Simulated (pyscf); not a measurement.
Single points on ωB97X-D3(BJ)/def2-SVP structures (PySCF, gas phase).

SMILES: C(C=C=O)C#C
```xyz
10

C     -1.5499     0.4041    -1.7191
C     -0.9996     0.5094    -0.6483
C     -0.3420     0.6282     0.6639
C     -0.3913    -0.6581     1.4665
C      0.6879    -1.3434     1.7931
O      1.6396    -1.9426     2.0915
H     -2.0364     0.3117    -2.6743
H      0.7032     0.9431     0.5134
H     -0.8271     1.4405     1.2309
H     -1.3506    -1.0880     1.7660
```

**Question.** What is the homolytic dissociation enthalpy (298 K, ωB97M-D3(BJ)/def2-TZVP) of the C–C bond of HC≡C–CH₂–CH=C=O, to •C≡CH + •H₂C–CH=C=O?

**Answer.** C–C to •C≡CH + •H₂C–CH=C=O: 4.97 eV. The 7 functionals that were run give +4.57 (r²SCAN) to +4.99 eV (ωB97X-D3(BJ)). The radicals are drawn with the spin at the cut bond; how far it spreads was not checked. HC≡C–CH₂–CH=C=O lies 1.40 eV over its isomer cyclic C₅H₄O (SMILES O=C1C=CC=C1), and others may lie lower still (electronic energy, ωB97M-D3(BJ)). Other isomers of •H₂C–CH=C=O were not searched in full and may lie lower. C₂H has a Π state close over its Σ ground state, and the state reached was not checked.
